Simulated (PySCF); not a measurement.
Level of theory and gas-phase deprotonation enthalpies: methylenimine

Structure: `C=N` (CH3N). Numbering: `[CH2:1]=[NH:2]`

All levels share the PBE0-D3(BJ)/ma-def2-SVP structures and the PBE0-D3(BJ)/ma-def2-SVP thermal terms; only the single-point energies (PySCF) change. Values are gas-phase deprotonation enthalpies (298 K, kJ/mol).

```csv
level,N2,C1,abs. error,time
LDA/ma-def2-TZVP,1580,1650,50.3,3.8 s
BLYP-D3(BJ)/ma-def2-TZVP,1603,1672,28.1,4.6 s
PBE-D3(BJ)/ma-def2-TZVP,1607,1676,23.6,4.6 s
BP86-D3(BJ)/ma-def2-TZVP,1608,1675,22.9,4.6 s
M06/ma-def2-TZVP (grid 3),1617,1686,13.8,5.6 s
ωB97M-D3(BJ)/ma-def2-TZVP (grid 3),1618,1677,12.8,6 s
PBE0-D3(BJ)/6-31+G*,1620,1697,10.7,1.4 s
CAM-B3LYP-D3(BJ)/ma-def2-TZVP,1620,1685,10.4,3 s
B3LYP-D3(BJ)/ma-def2-TZVP,1621,1688,9.9,2.7 s
r2SCAN-D3(BJ)/ma-def2-TZVP (grid 3),1622,1690,8.9,7.8 s
PBE0-D3(BJ)/aug-pcseg-1,1622,1685,8.6,1.9 s
M06-2X/ma-def2-TZVP (grid 3),1623,1686,8.0,6.3 s
TPSS-D3(BJ)/ma-def2-TZVP (grid 3),1624,1693,6.5,8.1 s
PBE0-D3(BJ)/aug-cc-pVDZ,1626,1686,4.9,1.9 s
PBE0-D3(BJ)/ma-def2-SVP,1626,1697,4.9,1.5 s
HSE06/ma-def2-TZVP,1627,1693,4.0,6 s
PBE0-D3(BJ)/ma-def2-TZVP,1629,1695,1.8,–
M06-L/ma-def2-TZVP (grid 3),1629,1703,1.2,8.7 s
PBE0-D3(BJ)/6-311+G**,1630,1696,1.1,1.8 s
PBE0-D3(BJ)/aug-cc-pVTZ,1630,1693,0.8,4.9 s
"PBE0-D3(BJ)/6-311++G(2d,2p)",1630,1694,0.4,2.4 s
TPSSh-D3(BJ)/ma-def2-TZVP (grid 3),1631,1698,0.2,6.3 s
PBE0-D3(BJ)/jun-cc-pV(T+d)Z,1631,1694,0.8,3.4 s
OPBE/ma-def2-TZVP,1634,1701,3.4,4.5 s
PBE0-D3(BJ)/def2-QZVPPD,1635,1697,4.2,8.2 s
PBE0-D3(BJ)/def2-TZVPD,1635,1699,4.8,3.1 s
B97-2/ma-def2-TZVP,1637,1703,6.1,2.5 s
ωB97X-D3(BJ)/ma-def2-TZVP,1637,1698,6.3,2.7 s
PBE0-D3(BJ)/def2-QZVP,1638,1703,7.2,6.8 s
BHandHLYP/ma-def2-TZVP,1638,1703,7.5,2.3 s
PBE0-D3(BJ)/pcseg-2,1640,1707,9.0,2.8 s
LC-ωPBE/ma-def2-TZVP,1642,1706,11.4,5.2 s
PBE0-D3(BJ)/def2-TZVP,1646,1712,15.5,2.3 s
PBE0-D3(BJ)/def2-SVPD,1647,1709,16.6,1.6 s
PBE0-D3(BJ)/def2-TZVPP,1648,1712,17.7,3 s
HF/ma-def2-TZVP,1656,1715,25.8,0.8 s
PBE0-D3(BJ)/pcseg-1,1658,1731,27.2,1.3 s
PBE0-D3(BJ)/cc-pVTZ,1660,1727,28.9,2.7 s
PBE0-D3(BJ)/def2-SV(P),1665,1747,34.8,1.3 s
PBE0-D3(BJ)/6-31G,1672,1781,40.9,1.1 s
PBE0-D3(BJ)/def2-SVP,1682,1754,51.0,1.4 s
PBE0-D3(BJ)/cc-pVDZ,1687,1754,56.3,1.3 s
PBE0-D3(BJ)/6-31G*,1689,1776,58.3,1.2 s
ATcT 1.112,1631,n/a,,
```

Times are wall times for all single points of a level on 1 thread of Intel Xeon @ 2.60GHz, a shared host; the dash marks the run that also made the structures. BLYP, BP86, HSE06, LC-ωPBE, LDA, M06-L, OPBE, PBE, TPSS, r2SCAN ran on a slower path of this set-up, which computes the density-fitting integrals anew in every SCF cycle while the other levels store them. So the times needn't show the usual order of cost, and those levels read slower than they are.

Hartree-Fock leaves out electron correlation, so its deprotonation energies can be off by tens of kJ/mol.

The widest spread is that of C1: 131 kJ/mol, from 1650 to 1781.

Caveats: one E/Z form of each vinyl-type anion was tried, and another may lie lower.

Bases without diffuse functions serve anions poorly.
